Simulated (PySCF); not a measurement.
Compound: C4H5NS.
Atom-mapped SMILES: `[N:1]#[C:2][C:3]1([SH:4])[CH2:5][CH2:6]1` (hydrogens: H7 on S4; H8, H9 on C5; H10, H11 on C6)

Computed geometry: GFN2-xTB, gas phase.

Task: Give the optimised bond lengths and angles.

Result: 
```
         bond  length (Å)   order
        N1≡C2       1.145  triple
        C2–C3       1.418  single
        C3–S4       1.819  single
 C3–C5, C3–C6       1.509  single
        C5–C6       1.491  single
        S4–H7       1.334  single
C5–H8, C6–H10       1.080  single
C5–H9, C6–H11       1.080  single
```

Bonds in one row agree within 0.01 Å and their mean is given. Orders are formal, as drawn. A selection of angles:
```
   angle  degrees
N1–C2–C3    178.4
C2–C3–S4    112.9
C2–C3–C5    119.5
S4–C3–C5    117.1
S4–C3–C6    118.7
C5–C3–C6     59.2
C3–S4–H7     95.9
C3–C5–C6     60.5
C3–C5–H8    117.5
C3–C5–H9    116.6
C6–C5–H8    119.1
C6–C5–H9    118.4
H8–C5–H9    114.4
```

Dihedral angles: C2–C3–C5–C6 109° (anticlinal); C2–C3–C6–C5 -109° (anticlinal); H7–S4–C3–C2 -63° (synclinal). The mirror-image conformer, all signs reversed, is as good.

The 3-membered ring C3–C5–C6 has internal angles of 59.2° to 60.5°. The C–C distances run from 1.418 Å (C2–C3, drawn single) to 1.510 Å (C3–C6, drawn single), a spread of 0.092 Å.

No frequency check. The numbers are those of one conformer (C2–C3–S4–H -63°).
